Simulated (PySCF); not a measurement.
disulfur (S2), SMILES S=S (connectivity only; charge and spin as stated), neutral, multiplicity 3. The structure is a stationary point at PBE-D3(BJ)/def2-TZVPD.

Level of theory: PBE-D3(BJ)/def2-TZVPD in PySCF.

Harmonic wavenumbers (cm⁻¹): 702. Rotational constants (GHz): 8.637 (linear); symmetry number 2.

Q: Work out the zero-point energy and the ideal-gas rigid-rotor harmonic-oscillator thermochemistry at 298.15 K and 1 atm.

A: ZPE = ½ Σ hcν = ½ × 702 cm⁻¹ = 4.20 kJ/mol. H − E(el) = 13.17 kJ/mol. Entropy in J/(mol K): translation 160.64, rotation 57.25, vibration 1.27, spin 9.13, total 228.29. G − E(el) = -54.89 kJ/mol. Cp = 32.55 J/(mol K).
